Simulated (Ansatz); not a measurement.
# Hydrogen (H₂): one species, many methods

Aim: compute hydrogen (H₂) with functionals from several rungs and with coupled cluster. The yardstick is the atomisation energy at the CCSD(T) limit.

Method: functionals in def2-TZVPP, the program's frozen cores in correlated methods; program: Ansatz 0.2.0, Gaussian basis.

The runs, in order: LDA (SPW92), PBE-D4, revPBE-D4, BLYP-D4, r2SCAN-D4, B97M-V, PBE0-D4, B3LYP-D4, r2SCANh-D4, r2SCAN0-D4, HSE06-D4, BHLYP-D4, CAM-B3LYP-D4, LC-ωPBE, ωB97X-V, ωB97M-V, B2PLYP, PBE-QIDH; CCSD(T)/def2-SVP; CCSD(T)/def2-TZVPP; CCSD(T)/def2-QZVPP; extrapolation to the limit; RPA on PBE.

### 1 The relaxed structure

An earlier PBE0-D4 in a triple-zeta def2 set relaxation fixed the geometry.

2 atoms, charge 0, spin multiplicity 1.

Atoms are counted from 1 here; the program's logs count them from 0.

Bond lengths: H1–H2 0.746 Å.

### 2 LDA

This LDA is Slater exchange with PW92 correlation.

The input, in.yaml:

```yaml
crystal:
  periodic: [false, false, false]
  atoms:
    - {symbol: H, position_ang: [0.319306, -0.099178, 0.165489]}
    - {symbol: H, position_ang: [-0.319306, 0.099178, -0.165489]}
basis:
  gaussian: {orbitals: def2-TZVPP}
hamiltonian: {xc: lda}
output: {orbitals: {seedname: orbitals}}
```

On the command line:

```
ansatz run in.yaml --threads 2 --pin off --events-out ev --progress --plain --max-ram 32768MiB --backend cpu
```

Further steps of the session: PBE-D4 (GGA); revPBE-D4 (GGA); BLYP-D4 (GGA); r2SCAN-D4 (meta-GGA); B97M-V (meta-GGA); B3LYP-D4 (hybrid); r2SCANh-D4 (hybrid); r2SCAN0-D4 (hybrid); HSE06-D4 (hybrid); BHLYP-D4 (hybrid); CAM-B3LYP-D4 (range-separated); LC-ωPBE (range-separated); ωB97X-V (range-separated); ωB97M-V (range-separated); B2PLYP (double hybrid); PBE-QIDH (double hybrid); CCSD(T) in def2-SVP; CCSD(T) in def2-TZVPP; CCSD(T) in def2-QZVPP; RPA on PBE orbitals.

Before running them: what should the planned runs give, taken together? Wanted: atomisation energy, CCSD(T)/CBS; farthest beyond LDA; mean size of error, GGA; mean size of error, meta-GGA; mean size of error, hybrid; mean size of error, range-separated; mean size of error, double hybrid; gap, smallest and largest; T1 diagnostic.

As calculated:

| quantity | value |
| --- | --- |
| atomisation energy, CCSD(T)/CBS | 458.5 kJ/mol |
| functionals within 2.3 kJ/mol (0.5 %) | BLYP-D4, CAM-B3LYP-D4 |
| farthest beyond LDA | LC-ωPBE (-22.3 kJ/mol) |
| mean size of error, GGA | 11.9 kJ/mol |
| mean size of error, meta-GGA | 7.8 kJ/mol |
| mean size of error, hybrid | 11.5 kJ/mol |
| mean size of error, range-separated | 9.0 kJ/mol |
| mean size of error, double hybrid | 12.9 kJ/mol |
| gap, smallest and largest | 11.36 eV (LDA (SPW92)), 19.20 eV (LC-ωPBE) |
| T1 diagnostic | 0.0057 |
| triples share of the correlation energy | 0.0 % |

**Reading.** The LDA atomisation energy is off by 14.3 kJ/mol (3 %): it overbinds. PBE-D4 misses by -20.1 kJ/mol. Double hybrids carry the basis error of their MP2 part in triple zeta, and no dispersion term here, so their miss is partly the set-up's. Taken by rung, meta-GGA functionals do best (7.8 kJ/mol on average) and double hybrid ones worst beyond LDA (12.9 kJ/mol). The gap between the best rungs is small, so their order is not settled. The reference freezes the cores and leaves out relativity and excitations past (T), so misses under about 2.3 kJ/mol can't be ranked. Hartree-Fock recovers 76 % of the binding; the rest is correlation. CCSD(T) in def2-SVP is off by -25.6 kJ/mol, so the small basis spoils what the method gains. Orbital gaps span 11.4 to 19.2 eV; exact exchange widens them.
